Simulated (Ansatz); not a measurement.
[AlH4]− (SMILES [AlH4-]): methods side by side

[AlH4]− has 5 atoms, charge -1, and is taken as a singlet. SMILES: `[AlH4-]`. The shape comes from GFN2-xTB, which is rough for such elements, and wasn't checked as a minimum.

```
atom    x (Å)    y (Å)    z (Å)
  Al   0.0000   0.0001  -0.0011
   H   1.4435  -0.5043   0.5564
   H  -1.1830  -0.6045   0.9391
   H  -0.2038  -0.5171  -1.5307
   H  -0.0567   1.6259   0.0362
```

Quantity: the energy change with the Al1–H2 bond stretched from 1.628 to 2.034 Å, in eV. The values are calculated.

| level | kind | program | value (eV) | less CCSD(T)/6-31G | CPU time (all runs) |
| --- | --- | --- | --- | --- | --- |
| PBE/6-31G (restricted) | GGA | Ansatz | 0.36 | +0.04 | 2.1 s |
| revPBE/6-31G (restricted) | GGA | Ansatz | 0.34 | +0.02 | 2 s |
| r2SCAN/6-31G (restricted) | meta-GGA | Ansatz | 0.40 | +0.08 | 4.4 s |
| PBE0/6-31G (restricted) | global hybrid | Ansatz | 0.40 | +0.08 | 1.9 s |
| HSE06/6-31G (restricted) | range-separated hybrid | Ansatz | 0.40 | +0.08 | 2.6 s |
| wB97M-V/6-31G (restricted) | range-separated hybrid | Ansatz | 0.43 | +0.11 | 27 s |
| wB97X/6-31G (restricted) | range-separated hybrid | Ansatz | 0.41 | +0.09 | 8.8 s |
| CCSD(T)/6-31G (restricted) | coupled cluster or CI | Ansatz | 0.32 | 0.00 | 0.45 s |
| FCI/3-21G | exact in the basis | Ansatz | 0.35 | +0.03 | 21 s |

CCSD(T)/6-31G (restricted) is the highest level here, not the true value. Sets without diffuse functions describe the anion poorly. The first shape isn't each level's own minimum. The values span 0.32 to 0.43 eV. All rows use very small basis sets, so none should be taken for the real molecule's value. In so small a basis fixed costs decide the times, and correlated methods can beat functionals. Times are those of the runs behind each value, whatever else they computed, on shared processors of several kinds: orders of magnitude only.
